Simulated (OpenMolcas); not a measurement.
**BNH6 (SMILES [BH3-][NH3+]): levels of theory compared**

Wanted: a comparison of 6 runs (HF/STO-3G, B3LYP/6-31G*, M06-2X/def2-TZVP, PBE0/def2-TZVP, MP2/def2-TZVP, CCSD(T)/def2-TZVP) of BNH6. 

Program for the calculation: OpenMolcas 26.06.

## (1) The molecule

The species is BNH6 (8 atoms), meant as a singlet with charge 0. SMILES: `[BH3-][NH3+]`. The B1–H3 distance was set to 1.818 Å, away from the relaxed value. At this shape a bond of the SMILES string is far longer than usual.

Bond lengths: B1–N2 1.639 Å, B1–H4 1.212 Å, B1–H5 1.212 Å, N2–H6 1.015 Å, N2–H7 1.015 Å, N2–H8 1.015 Å. Angles: B1–N2–H6 110.9°, B1–N2–H7 110.9°, B1–N2–H8 110.9°, N2–B1–H4 105.3°, N2–B1–H5 105.3°, H6–N2–H7 108.0°, H6–N2–H8 108.0°, H7–N2–H8 108.0°, H4–B1–H5 113.3°.

## (2) A single-point energy at HF/STO-3G (run 1)

Contents of test.inp:

```
&GATEWAY
 BasLib = $CurrDir
 Coord
 8
 angstrom
 B       -0.247846       0.740367      -0.422624
 N        0.149954       0.234467       1.084476
 H       -0.078200      -0.728400      -1.481000
 H       -1.389146       1.139267      -0.334424
 H        0.547854       1.616167      -0.685624
 H        0.084254       0.996567       1.751476
 H        1.100054      -0.121733       1.108076
 H       -0.470546      -0.506933       1.393276
 Basis = STO-3G
 Group = NoSym

&SEWARD

&SCF
 Thresholds = 1e-10 1e-07 1e-07 1e-05
 PrOrbitals = 1 1
```

The basis set STO-3G is read from a file made from the Basis Set Exchange's data (not shown).

Launch:

```bash
export MOLCAS_MEM=1860
pymolcas test.inp > test.log
```

Log:

```text
--- Start Module: gateway ---
[...]
--- Stop Module: gateway /rc=_RC_ALL_IS_WELL_ ---
--- Start Module: seward ---
[...]
      Basis functions           16
--- Stop Module: seward /rc=_RC_ALL_IS_WELL_ ---
--- Start Module: scf ---
[...]
       Convergence after  10 Iterations
[...]
::    Total SCF energy                                -81.4692872523
[...]
      Total spin, S                                     0.0000000000
[...]
      Total electronic charge=   18.000000
      Total            charge=   -0.000000
[...]
      Dipole Moment (debye):
      Origin of the operator (angstrom)=   -0.0269    0.4459    0.3960
                   X=  1.3428E+00               Y= -9.0663E-01               Z=  6.1739E+00           Total=  6.3830E+00
      Quadrupole Moment (debye*angstrom):
[...]
--- Stop Module: scf /rc=_RC_ALL_IS_WELL_ ---
[...]
```

It took 1.6 s on 1 thread of Arm Neoverse V1, shared host; peak memory 0.37 GiB.

## (3) A single-point energy at B3LYP/6-31G(d) (Cartesian functions) (run 2)

Contents of mol.input:

```
* BH6N Kohn-Sham DFT

&GATEWAY
  BasLib = $CurrDir
  Coord
  8
  angstrom
  B       -0.247846       0.740367      -0.422624
  N        0.149954       0.234467       1.084476
  H       -0.078200      -0.728400      -1.481000
  H       -1.389146       1.139267      -0.334424
  H        0.547854       1.616167      -0.685624
  H        0.084254       0.996567       1.751476
  H        1.100054      -0.121733       1.108076
  H       -0.470546      -0.506933       1.393276
  Basis = 6-31Gs
  Group = NoSym

&SEWARD
  GridInput
  Grid=UltraFine
  End of Grid

&SCF
  KSDFT = B3LYP
  Thresholds = 1e-10 1e-07 1e-07 1e-05
  PrOrbitals = 1 1
```

The basis set 6-31G* is read from a file made from the Basis Set Exchange's data (not shown).

Launch:

```bash
export MOLCAS_MEM=1860
pymolcas mol.input > mol.log
```

Log:

```text
--- Start Module: gateway ---
[...]
--- Stop Module: gateway /rc=_RC_ALL_IS_WELL_ ---
--- Start Module: seward ---
[...]
      Basis functions           42
--- Stop Module: seward /rc=_RC_ALL_IS_WELL_ ---
--- Start Module: scf ---
[...]
       Convergence after  12 Iterations
[...]
::    Total KS-DFT energy                             -83.1523008459
[...]
      Total spin, S                                     0.0000000000
[...]
      Total electronic charge=   18.000000
      Total            charge=   -0.000000
[...]
      Dipole Moment (debye):
      Origin of the operator (angstrom)=   -0.0269    0.4459    0.3960
                   X=  1.2640E+00               Y= -6.1009E-01               Z=  6.1414E+00           Total=  6.2997E+00
      Quadrupole Moment (debye*angstrom):
[...]
--- Stop Module: scf /rc=_RC_ALL_IS_WELL_ ---
[...]
```

Run time: 11 s. Hardware: 1 thread of Arm Neoverse V1, shared host; peak memory 0.38 GiB.

Runs 3 to 5 aren't shown in full; the table further down has their settings and results.

## (4) A single-point energy at CCSD(T)/def2-TZVP (Cholesky decomposition) (run 6)

Contents of test.input:

```
&GATEWAY
  BasLib=$CurrDir
  Coord
  8
  angstrom
  B       -0.247846       0.740367      -0.422624
  N        0.149954       0.234467       1.084476
  H       -0.078200      -0.728400      -1.481000
  H       -1.389146       1.139267      -0.334424
  H        0.547854       1.616167      -0.685624
  H        0.084254       0.996567       1.751476
  H        1.100054      -0.121733       1.108076
  H       -0.470546      -0.506933       1.393276
  Basis=def2-TZVP
  Group=NoSym

&SEWARD
  High

&SCF
  Thresholds=1e-10 1e-07 1e-07 1e-05
  PrOrbitals=0

&CHCC
  Frozen=2
  Threshold=1e-08
  MaxIterations=80

&CHT3
  Frozen=2
```

The basis set def2-TZVP is read from a file made from the Basis Set Exchange's data (not shown).

Launch:

```bash
export MOLCAS_MEM=1860
pymolcas test.input > test.log
```

Log:

```text
--- Start Module: gateway ---
[...]
--- Stop Module: gateway /rc=_RC_ALL_IS_WELL_ ---
[...]
      Basis functions           98
[...]
       Convergence after  11 Iterations
[...]
::    Total SCF energy                                -82.5899439169
[...]
      Total spin, S                                     0.0000000000
[...]
      Total electronic charge=   18.000000
      Total            charge=   -0.000000
[...]
      Dipole Moment (debye):
      Origin of the operator (angstrom)=   -0.0269    0.4459    0.3960
                   X=  1.1898E+00               Y= -2.1044E-01               Z=  6.2748E+00           Total=  6.3901E+00
      Quadrupole Moment (debye*angstrom):
[...]
--- Start Module: chcc ---
[...]
--- Stop Module: chcc /rc=_RC_ALL_IS_WELL_ ---
[...]
--- Start Module: cht3 ---
[...]
--- Stop Module: cht3 /rc=_RC_ALL_IS_WELL_ ---
[...]
```

Run time: 2.7 min. Hardware: 1 thread of Arm Neoverse V1, shared host; peak memory 0.18 GiB.

## (5) All runs side by side

```
run                                       level  Cartesian functions  integration grid  energy (Eh)  dipole moment (D) of the reference  HOMO energy (eV)  LUMO energy (eV)  wall time
  1                                   HF/STO-3G                   no                 –   -81.469287                                6.38             -6.39             11.84      1.6 s
  2          B3LYP/6-31G* (Cartesian functions)                  yes         UltraFine   -83.152301                                6.30             -5.88              0.57       11 s
  3                            M06-2X/def2-TZVP                   no         UltraFine   -83.134476                                6.09             -7.55              0.39       48 s
  4                              PBE0/def2-TZVP                   no         UltraFine   -83.075428                                6.11             -6.52             -0.18       31 s
  5                               MP2/def2-TZVP                   no                 –   -82.938989                                6.39             -9.14              2.34      8.4 s
  6  CCSD(T)/def2-TZVP (Cholesky decomposition)                   no                 –   -82.987928                                6.39             -9.14              2.34    2.7 min
```

## (6) Results

| quantity | value |
| --- | --- |
| run 6: total energy | -82.98793 Eh |
| run 6: dipole moment (mean-field density) | 6.39 D |
| run 6: HOMO energy (Hartree–Fock orbitals) | -9.14 eV |
| run 6: LUMO energy (Hartree–Fock orbitals) | 2.34 eV |
| run 6: HOMO–LUMO gap (Hartree–Fock orbitals) | 11.49 eV |
| run 6: correlation energy (2 core orbitals frozen) | -398.0 mEh |
| run 6: (T) correction | -12.37 mEh |

Over runs 1, 2, 3, 4 the dipole moment (its size) runs from 6.09 D (M06-2X/def2-TZVP) to 6.38 D (HF/STO-3G). The two ends differ in method and basis. Over runs 1, 2, 3, 4 the HOMO–LUMO gap runs from 6.34 eV (PBE0/def2-TZVP) to 18.22 eV (HF/STO-3G). Totals of different functionals can't be ranked against each other. In run 1 the basis is minimal, so the values are rough. All runs together took 4.4 min, the longest 2.7 min.
